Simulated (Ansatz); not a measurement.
# C₃H₆FN: a ladder of functionals and wavefunction methods

One table from this session's results is given with a row withheld; the runs are named, their logs left out.

Program: Ansatz 0.2.0, Gaussian basis. Level of theory: functionals in def2-TZVPP, the program's frozen cores in correlated methods. These are calculated values, not measurements.

Plan: LDA (SPW92), PBE-D4, revPBE-D4, BLYP-D4, r2SCAN-D4, B97M-V, PBE0-D4, B3LYP-D4, r2SCANh-D4, r2SCAN0-D4, HSE06-D4, BHLYP-D4, CAM-B3LYP-D4, LC-ωPBE, ωB97X-V, ωB97M-V, B2PLYP, PBE-QIDH; CCSD(T)/def2-SVP; CCSD(T)/def2-TZVPP; MP2/def2-QZVPP; extrapolation to the limit; RPA on PBE.

### Structure used throughout

The geometry comes from an earlier relaxation with PBE0-D4 in a triple-zeta def2 set; it is a stationary point, not always the lowest conformer.

SMILES `C=C(F)NC`, 11 atoms, charge 0, spin multiplicity 1.

Atoms are counted from 1 here; the program's logs count them from 0.

Bond lengths: C1–C2 1.329 Å, C1–H6 1.080 Å, C1–H7 1.079 Å, C2–F3 1.340 Å, C2–N4 1.370 Å, N4–C5 1.451 Å, N4–H8 1.008 Å, C5–H9 1.090 Å, C5–H10 1.098 Å, C5–H11 1.089 Å. Angles: C2–C1–H6 120.4°, C2–C1–H7 120.2°, H6–C1–H7 119.4°, C1–C2–F3 119.9°, C1–C2–N4 128.8°, F3–C2–N4 111.2°, C2–N4–C5 119.4°, C2–N4–H8 111.6°, C5–N4–H8 114.1°, N4–C5–H9 108.7°, N4–C5–H10 113.2°, N4–C5–H11 109.6°, H9–C5–H10 108.8°, H9–C5–H11 107.9°, H10–C5–H11 108.5°.

Set-up of the first run:

Contents of in.yaml:

```yaml
crystal:
  periodic: [false, false, false]
  atoms:
    - {symbol: C, position_ang: [-1.823303, 0.746049, -0.020231]}
    - {symbol: C, position_ang: [-0.502142, 0.655397, -0.131437]}
    - {symbol: F, position_ang: [0.263128, 1.731422, 0.094613]}
    - {symbol: N, position_ang: [0.256011, -0.417806, -0.520815]}
    - {symbol: C, position_ang: [1.480636, -0.721804, 0.195183]}
    - {symbol: H, position_ang: [-2.444037, -0.129314, -0.143524]}
    - {symbol: H, position_ang: [-2.287943, 1.703039, 0.161349]}
    - {symbol: H, position_ang: [-0.315793, -1.223528, -0.718771]}
    - {symbol: H, position_ang: [2.000758, -1.525076, -0.326416]}
    - {symbol: H, position_ang: [1.308633, -1.027852, 1.235305]}
    - {symbol: H, position_ang: [2.129349, 0.152375, 0.195444]}
basis:
  gaussian: {orbitals: def2-TZVPP}
hamiltonian: {xc: lda}
output: {orbitals: {seedname: orbitals}}
```

Among the steps run: LDA; PBE-D4 (GGA); revPBE-D4 (GGA); BLYP-D4 (GGA); r2SCAN-D4 (meta-GGA); B97M-V (meta-GGA); PBE0-D4 (hybrid); B3LYP-D4 (hybrid); r2SCANh-D4 (hybrid); r2SCAN0-D4 (hybrid); HSE06-D4 (hybrid); BHLYP-D4 (hybrid); CAM-B3LYP-D4 (range-separated); LC-ωPBE (range-separated); ωB97X-V (range-separated); ωB97M-V (range-separated); B2PLYP (double hybrid); PBE-QIDH (double hybrid).

One of the session's tables, all rows but one given; the rest of the session is left out.

It belongs to the step «Frontier levels by functional». 

| functional | HOMO (eV) | LUMO (eV) | gap (eV) |
| --- | --- | --- | --- |
| LDA (SPW92) | -5.18 | -0.26 | 4.92 |
| PBE-D4 | ? | ? | ? |
| revPBE-D4 | -4.94 | 0.05 | 4.99 |
| BLYP-D4 | -4.89 | 0.00 | 4.89 |
| r2SCAN-D4 | -5.22 | 0.30 | 5.52 |
| B97M-V | -5.29 | 0.24 | 5.53 |
| PBE0-D4 | -6.20 | 0.89 | 7.09 |
| B3LYP-D4 | -6.00 | 0.56 | 6.56 |
| r2SCANh-D4 | -5.67 | 0.65 | 6.32 |
| r2SCAN0-D4 | -6.35 | 1.16 | 7.51 |
| HSE06-D4 | -5.80 | 0.51 | 6.31 |
| BHLYP-D4 | -7.29 | 1.58 | 8.87 |
| CAM-B3LYP-D4 | -7.54 | 1.72 | 9.26 |
| LC-ωPBE | -8.86 | 3.04 | 11.89 |
| ωB97X-V | -8.50 | 2.85 | 11.35 |
| ωB97M-V | -8.42 | 2.41 | 10.83 |

**Question.** Estimate the row for PBE-D4.

The run gave: HOMO (eV): -5.00; LUMO (eV): -0.04; gap (eV): 4.97. In the column «HOMO (eV)» it lies between LDA (SPW92) (-5.18) and revPBE-D4 (-4.94).
